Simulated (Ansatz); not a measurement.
This script drives Ansatz's Python interface.

The script, `ch2no.py`:
```python
import ansatz as az
import numpy as np

system = (
    az.Crystal.molecule()
    .atom('N', (-0.5313, -0.0308, 0.0063))
    .atom('C', (0.8018, -0.5057, 0.1629))
    .atom('O', (1.7778, 0.2547, -0.0682))
    .atom('H', (-0.7142, 0.9503, -0.301))
    .atom('H', (-1.3342, -0.6684, 0.2001))
)

calc = system.calculation()
calc = calc.basis(gaussian='def2-SVP')
calc = calc.functional('r2scan').spin('collinear', total=1)
symbols = [site.symbol for site in system.cartesian_sites]
start = np.array([site.position_ang for site in system.cartesian_sites], dtype=float)
r = calc.relax(force_tolerance=0.01).run(threads=1).report
end = np.array(r['positions_ang'])
print('final positions (A) and the move of each atom')
for symbol, xyz, old in zip(symbols, end, start):
    print(f'{symbol:2s} {xyz[0]:10.5f} {xyz[1]:10.5f} {xyz[2]:10.5f}   {np.linalg.norm(xyz - old):7.4f}')

minimum = az.Crystal.molecule()
for symbol, place in zip(symbols, end):
    minimum = minimum.atom(symbol, place.tolist())
at_minimum = minimum.calculation().spin('collinear', total=1)
level = lambda method, basis: at_minimum.basis(gaussian=basis).correlation(method).run(threads=1).report
small, large, cluster = level('mp2', 'cc-pVDZ'), level('mp2', 'cc-pVTZ'), level('ccsd_t', 'cc-pVDZ')
corr = lambda each: (each['free_energy_ev'] - each['reference_energy_ev']) / 27.211386246
mp2_limit = (27 * corr(large) - 8 * corr(small)) / 19
pieces = {'HF / cc-pVTZ': large['reference_energy_ev'] / 27.211386246, 'MP2 correlation, DZ-TZ limit': mp2_limit, 'CCSD(T) - MP2 / cc-pVDZ': corr(cluster) - corr(small)}
for name, value in pieces.items():
    print(f'{name:32s} {value:14.6f} Ha')
print(f'{"sum":32s} {sum(pieces.values()):14.6f} Ha')
print('T1 diagnostic', round(cluster['correlation']['coupled_cluster']['t1_diagnostic'], 4))
```

It is started by `python ch2no.py`. How long does it take on 1 thread of Arm Neoverse N1, on a shared host, and how much memory does it need?

It took about 45 s, with a peak of 0.26 GiB, for 4 runs of the engine.

```console
$ python ch2no.py
final positions (A) and the move of each atom
N    -0.51461   -0.02394    0.00424    0.0182
C     0.75761   -0.42056    0.13604    0.0996
O     1.77542    0.18342   -0.04596    0.0747
H    -0.74616    0.92571   -0.29352    0.0410
H    -1.27236   -0.66452    0.19930    0.0620
HF / cc-pVTZ                        -168.374477 Ha
MP2 correlation, DZ-TZ limit          -0.622972 Ha
CCSD(T) - MP2 / cc-pVDZ               -0.031649 Ha
sum                                 -169.029098 Ha
T1 diagnostic 0.0206
```

Reading the output:
- Total energies depend on the basis set; only differences at equal settings carry meaning.
- The sum leaves out core correlation, relativity, the Hartree-Fock basis error and zero-point energy; a DZ-TZ extrapolation is rough.
- The species is open-shell (spin multiplicity 2).
- Inner cores stay frozen, so this is valence correlation.
